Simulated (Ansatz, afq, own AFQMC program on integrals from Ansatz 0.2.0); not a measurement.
Integrals from Ansatz 0.2.0, then the random walk in our own AFQMC program (afq).

```yaml
crystal:
  periodic: [false, false, false]
  atoms:
    - {symbol: Sn, position_ang: [0.000000, -0.313993, 0.000000]}
    - {symbol: F, position_ang: [0.000000, 0.980982, -1.433988]}
    - {symbol: F, position_ang: [0.000000, 0.980980, 1.433989]}
basis:
  gaussian: {orbitals: def2-SVP}
magnetization: {spin_polarized: false}
correlation: {method: ccsd_t, electrons: outside_noble_gas, hamiltonian_folder: ham}
```

```sh
$ ansatz run in.yaml --threads 1 --pin off --events-out ev --progress --plain --max-ram 1843MiB
```

Options of the walk:

```
--method free --trial cisd --walkers 60 --time-step 0.03 --max-blocks 80 --target-error 0.00051 --factor-cut 1e-05 --seed 3692 --times 0,0.21,0.42,0.81,1.2,1.8,2.4,3 --taylor-order 8
```

Times are imaginary, in 1/Eh. The walk had a cap of 1132 s. Filled inner d shells are frozen with the cores. Core potentials past Kr, no spin–orbit coupling.

Output of the walk:

```
orbitals 43  electrons 9 9  factors 333 of 594
reference energy -412.13275762 Eh
CCSD correlation -0.45126521 Eh in 12 cycles, weight of the determinant in the CISD state 0.8719
repeat  energy at the last time / Eh  error
    10  -412.587761  0.005187
    20  -412.593115  0.004225
    30  -412.590567  0.002789
    40  -412.591270  0.002571
    50  -412.590464  0.002217
    60  -412.590442  0.002013
    70  -412.591676  0.001925
    80  -412.591863  0.001930
time / (1/Eh)  energy / Eh  error  mean overlap
  0.00  -412.582495  0.000888  1.1437
  0.21  -412.589135  0.000731  1.1430
  0.42  -412.590491  0.000685  1.1511
  0.81  -412.592581  0.000686  1.1521
  1.20  -412.592096  0.000797  1.1871
  1.80  -412.591830  0.001069  1.2085
  2.40  -412.593789  0.001632  1.2079
  3.00  -412.591863  0.001930  1.2182
energy -412.591863 +/- 0.001930 Eh
```

The run failed at least one of its tests; the cautions name the faults.

Against this walk (error 52.5 meV) on the same determinant: CCSD(T) 5.8 meV lower (within the noise). The error is statistical, and a free projection of finite length keeps a remainder of its start. None of these is a sure reference here.

Cautions: remainder of the start not in the error; error above the target (52.5 against 13.9 meV); no spin-orbit coupling; inner d shell frozen.

The walk took 5.1 min on 1 thread of AMD EPYC 7R32 (Zen 2), with other jobs on the host. The log's last line is the free-projection energy.

A walk keeps the symmetry of its determinant, which the program's search chose and which needn't be the lowest solution, so a lower state of the same spin and another symmetry isn't excluded.
